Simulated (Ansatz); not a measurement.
A calculation on tetradymite Bi2Se3 returned lattice constant a 4.164 Å, lattice parameter c 30.201 Å.

For reference: lattice constant a 4.143 Å (measured, temperature not stated, not corrected to a static lattice; as tabulated in Luo et al. (2012), arXiv:1308.1523); lattice parameter c 28.636 Å (measured, temperature not stated, no zero-point or thermal correction; as tabulated in Luo et al. (2012), arXiv:1308.1523).

### Question
Which level of theory produced these numbers?
A) r²SCAN (Ansatz (a program for electronic structure))
B) PBEsol+SOC (Ansatz)
C) HSE06 (Ansatz)
D) LDA (Ansatz)

### Answer
A, r²SCAN (Ansatz)

The others give: LDA 4.104 Å, 27.918 Å; PBEsol+SOC 4.143 Å, 28.137 Å; HSE06 4.145 Å, 31.228 Å.

Unless a cell is named, each level is at its own relaxed cell (HSE06 30.98, LDA 27.14, PBEsol+SOC 27.88, r²SCAN 30.24 Å³/atom).

Caveats: LDA has no dispersion term either, though it tends to give short spacings of layers, chains or molecules (LDA); for a layered or molecular solid the relaxed cell lies over 5 % above the published volume, where the minimum can be shallow (r²SCAN); the cell comes from a level without a dispersion term, which matters for the spacing of layers, chains or molecules (PBEsol+SOC, HSE06, r²SCAN). Ansatz's density-functional and Hartree–Fock values are scalar-relativistic unless marked +SOC, with PAW data made under PBE.
